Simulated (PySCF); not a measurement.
**Ionisation energy of Mg by level of theory**

Mg [Ne] 3s2 (1S) → Mg⁺ [Ne] 3s1 (2S), as a difference of total energies. Computed with PySCF 2.14 in cc-pVDZ (4s3p1d, 18 functions), with no relativity, point nucleus. Correlated levels: valence: [Ne] frozen. The calculations carry no spin-orbit coupling.

```
           method  ionisation energy (eV)
              UHF                   6.624
            B3LYP                   7.760
            M06-L                   7.537
    MP2 (valence)                   7.205
SCS-MP2 (valence)                   7.321
   CCSD (valence)                   7.519
```

Task: How much does correlation contribute at MP2 (valence)?

Result: 7.205 − (6.624) = 0.581 eV, measured against UHF.

Errors of the correlated levels include the incompleteness of this basis and the frozen core.

With two correlated electrons CCSD is exact in that space.

For comparison: 7.646 eV (measured; NIST Atomic Spectra Database, ionization energies).
